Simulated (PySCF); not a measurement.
**What binds to methanol, and how strongly**

Gas-phase complexes of methanol, each in one structure from a short search with a few starts, optimised by PBE0-D3(BJ)/def2-TZVPD; other ways of binding may lie lower. Energies in kcal/mol, CCSD(T) at its estimated basis limit, counterpoise-corrected (PySCF): interaction is complex less parts frozen as they stand in it. Contacts are written partner···methanol; electrostatic, Pauli and orbital are terms of the uncorrected MP2 energy, whose rest is dispersion or correlation. The CCSD(T) estimate is Hartree-Fock/aug-cc-pVQZ, plus the MP2 correlation part extrapolated as X⁻³ from aug-cc-pVTZ and aug-cc-pVQZ, plus CCSD(T) less MP2 in aug-cc-pVDZ; noble-gas cores are frozen. It isn't the exact limit.

No frequency run checks that these structures are minima. 1 further partner within 0.25 kcal/mol of a listed one is not ranked.

Problem. Order these partners of methanol by interaction energy, strongest first: hydrogen cyanide, ammonium, ammonia, formaldehyde, chloride, acetylene.

Solution. ammonium (-24.6), chloride (-17.3), ammonia (-6.9), hydrogen cyanide (-5.7), formaldehyde (-5.3), acetylene (-3.2).
```tsv
partner	contact	distance (Å)	interaction	electrostatic	Pauli	orbital
ammonium	H···O	1.53	-24.6	-30.8	28.3	-19.4
chloride	Cl···H	2.06	-17.3	-21.4	18.9	-10.5
ammonia	N···H	1.92	-6.9	-12.9	13.5	-4.9
hydrogen cyanide	H···O	1.97	-5.7	-9.2	7.2	-2.9
formaldehyde	O···H	1.95	-5.3	-8.7	7.9	-2.6
acetylene	H···O	2.15	-3.2	-5.1	4.7	-1.4
```
